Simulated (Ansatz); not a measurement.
## From C4H10 to CH7N3: predicting a member

On one C centre that keeps H, n of the CH3 ligands are replaced by NH2. The HOMO–LUMO gap y in eV at wB97M-V/def2-TZVPP. Shapes: PBE0-D4/def2-TZVP. Flexible molecules stand in one conformer, not always the lowest. Programs: Ansatz 0.2.0.

| molecule | n | y (eV) |
| --- | --- | --- |
| C4H10 | 0 | 13.89 |
| C3H9N | 1 | 11.65 |
| C2H8N2 | 2 | ? |
| CH7N3 | 3 | 11.54 |

Q: Fit y = c + s·n to the known rows and predict C2H8N2.

A: 
1. Means of the 3 rows: n = 1.33333, y = 12.360.
2. Σ(Δn)² = 4.6667, Σ(Δn·Δy) = -3.17, so the slope is -3.17/4.6667 = -0.67928.
3. Intercept: 12.360 − (-0.67928) × 1.33333 = 13.266. The largest residual of the fit is 0.94.
4. C2H8N2: 13.266 + (-0.67928) × 2 = 11.91 eV.

The run gave 11.55 eV, so the prediction is off by +0.36 eV, within the largest residual. The step per swap drifts from -2.24 to -0.01 eV. Other levels give for C2H8N2: B3LYP-D4/def2-TZVPP 7.17; wB97X-V/def2-TZVPP 12.08 eV. Orbital gaps aren't excitation energies, and the LUMO depends on the basis. At 1 other level on record the series doesn't fall at every step.
